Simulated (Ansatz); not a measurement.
hcp Tl, treated with PBEsol in Ansatz (PAW).

Run with plane-wave cutoff 500 eV, 16×10×1 k mesh (along the axes of the cell as run), Fermi–Dirac smearing 0.1 eV, scalar-relativistic PAW data made under PBE.

Q: Give the computed surface energy of the (10-10) face and work function of the (10-10) face.

A: 
* **surface energy of the (10-10) face**: 0.35 J/m²
* **work function of the (10-10) face**: 3.67 eV

The slab of 8 atoms is relaxed and unreconstructed.

Spin–orbit coupling is not included; it can shift volumes and moduli of such heavy elements.

Static lattice: no zero-point or thermal effects.

Ansatz is a first-principles code.
